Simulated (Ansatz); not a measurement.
Geometry optimisation, UKS B3LYP-D4/def2-mTZVP in Ansatz 0.2.0.

Input:

```yaml
crystal:
  periodic: [false, false, false]
  atoms:
    - { symbol: C, position_ang: [-0.8821, 0.5379, -1.0451] }
    - { symbol: Si, position_ang: [0.533, 0.1161, -0.1393] }
    - { symbol: "N", position_ang: [0.0496, -1.0423, 0.9894] }
    - { symbol: H, position_ang: [-1.4777, -0.1779, -1.4929] }
    - { symbol: H, position_ang: [-1.1714, 1.6194, -1.2098] }
    - { symbol: H, position_ang: [1.0711, 1.2735, 0.6293] }
    - { symbol: H, position_ang: [1.6037, -0.474, -0.9932] }
    - { symbol: H, position_ang: [0.9349, -1.2871, 1.5464] }
    - { symbol: H, position_ang: [-0.5726, -0.6119, 1.6982] }
magnetization:
  spin_polarized: true
  initial_magnetization: 1
basis:
  gaussian: { orbitals: def2-mTZVP }
hamiltonian:
  xc: b3lyp
  dispersion: d4
relax:
  f_tol: 0.02
  max_steps: 50
```

Command:

```bash
$ ansatz run input.yaml --threads 2 --pin off --max-ram 3072MiB --backend cpu --events-out ev --progress --plain --runs-dir out
```

**Question.** Where does it end, and by what steps?

**Answer.** The run converged. After 9 steps the energy has fallen by 0.594 eV; H8 moved furthest, 0.35 Å.

```tsv
step	energy less start (eV)	largest force component (eV/Å)	accepted
0	0.0000	3.738	yes
1	-0.4549	1.430	yes
2	-0.5678	0.434	yes
3	-0.4187	1.100	no
4	-0.5900	0.171	yes
5	-0.5830	0.311	no
6	-0.5934	0.039	yes
7	-0.5942	0.030	yes
8	-0.5943	0.028	yes
9	-0.5943	0.005	yes
```

```xyz
9
Properties=species:S:1:pos:R:3
C -0.915 0.612 -1.096
Si 0.563 0.206 -0.065
N 0.145 -0.993 1.113
H -1.654 -0.134 -1.366
H -1.094 1.599 -1.508
H 1.083 1.493 0.481
H 1.660 -0.403 -0.865
H 0.855 -1.618 1.470
H -0.555 -0.808 1.819
```

Run time: 24 s on 2 threads of Arm Neoverse V1, with other jobs on the host, peak memory 0.18 GiB.
